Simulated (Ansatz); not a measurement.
The input, for Ansatz 0.2.0:

```yaml
crystal:
  periodic: [false, false, false]
  atoms:
    - {symbol: N, position_ang: [0.130433, -0.658081, 1.692225]}
    - {symbol: Ge, position_ang: [-0.034441, 0.325213, -0.059393]}
    - {symbol: O, position_ang: [0.042180, -0.900406, -1.211806]}
basis:
  gaussian: {orbitals: cc-pVDZ}
magnetization: {spin_polarized: false, initial_magnetization: 3}
correlation: {active_space: {ras: {orbitals: [6, 3, 30], electrons: 15, max_holes: 2, max_particles: 2}, fixed_orbitals: true}}
scf: {lower_state_search: off}
output: {forces: true}
```

```sh
$ ansatz run in.yaml --threads 1 --pin off --events-out ev --progress --plain --max-ram 2393MiB
```

The program prints:

```
these checks for a lower state are left out or cut short: starts, cluster_reference, orbital_swaps, neighbouring_geometries, increment
594 factors; integrals over basis functions are off by at most 4.1e-4 eV
mean field evaluation 1: about -59981.4643 eV, gradient 4.7e1 eV
mean field evaluation 2: about -59981.4912 eV, gradient 4.7e1 eV
mean field evaluation 4: about -59983.3407 eV, gradient 3.2e1 eV
mean field evaluation 8: about -59987.8972 eV, gradient 1.0e0 eV
mean field evaluation 16: about -59987.9348 eV, gradient 2.5e-6 eV
mean field -59987.93480859 eV, -2204.5159429329 hartree, gradient 1.9e-6 eV, S^2 3.750000; 0 other end points of the search recorded, 0 dependent functions left out
reference -59987.93480859 eV, -2204.5159429329 hartree; 25, 22 occupied and 30, 33 virtual orbitals, 594 factors
state -59997.58560877 eV, -2204.8706032981 hartree
the calculation of the forces begins
Total energy: -59997.58560877 eV, -2204.8706032981 hartree
Atom 0 at     0.130433    -0.658081     1.692225 Å, force     0.121123    -0.707881     1.323871 eV/Å
Atom 1 at    -0.034441     0.325213    -0.059393 Å, force    -0.036319    -0.617465    -2.519619 eV/Å
Atom 2 at     0.042180    -0.900406    -1.211806 Å, force    -0.084804     1.325346     1.195748 eV/Å
Dipole moment:    -0.032908     0.521927     0.483538 e Å
Checks for a lower state left out: starts, cluster_reference, orbital_swaps, neighbouring_geometries, increment
```

Forces (eV/Å):
```
N    0.121 -0.708  1.324
Ge  -0.036 -0.617 -2.520
O   -0.085  1.325  1.196
```

Ran on 1 thread of Arm Neoverse V1, shared host: 60 s wall, 0.18 GiB peak host memory.
